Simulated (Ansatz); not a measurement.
# Forms of AlPH$_{2}$ and their order

Ansatz 0.2.0, basis cc-pVTZ; geometries are PBE0/def2-TZVP minima. Wave-function levels freeze the cores; HF, MP2 and coupled cluster are restricted for singlets and unrestricted otherwise, Kohn–Sham unrestricted where that lies lower. The reference is CCSDT(Q) (coupled cluster only where its series has nearly closed). Semilocal and hybrid functionals correlate all electrons outside any core potential and usually lie nearer their basis limit than the reference, so part of their error here is the reference's basis and frozen-core error; RPA and the MP2 part of double hybrids freeze the same cores as the reference. None of these values is a measured one. Energies are electronic, without zero-point terms. No spin–orbit coupling and no scalar relativity. The species are chosen: bound, without strong static correlation by their natural occupations or amplitudes, and with a ladder that closes on the reference, so errors are smaller than for species at large; levels whose determinant breaks symmetry or spin markedly are left out.

A. singlet; Al–P 2.131, Al–H 1.583, P–H 1.451, angles at P 75°, angles at Al 177°. Coordinates (Å): Al 0.000 0.003 1.104; P 0.000 0.045 -1.026; H 0.000 -0.117 2.682; H 0.000 -1.366 -0.688
B. triplet; Al–P 2.334, Al–H 1.588, angles at Al 120/121°. Coordinates (Å): Al 0.000 0.000 1.179; P 0.000 0.000 -1.155; H 0.000 1.379 1.967; H 0.000 -1.379 1.967

Q: From bonding and spin, estimate the order of these in energy at CCSDT(Q), each at its own geometry.

A: At CCSDT(Q), above the lowest of those listed: A (0.0 kJ/mol), B (77.9 kJ/mol).

| level | B less A (kJ/mol) |
| --- | --- |
| CCSDT(Q) | 77.9 |
| CCSD | 60.6 |
| CCSD(T) | 76.6 |
| CCSDT | 76.0 |
| PBE | 102.6 |
| PBE0 | 83.4 |
| B3LYP | 80.2 |
| B2PLYP | 82.6 |
| RPA-PBE | 74.4 |

Every level shown puts the same form lowest.

The geometries are PBE0's, not this basis's own minima.
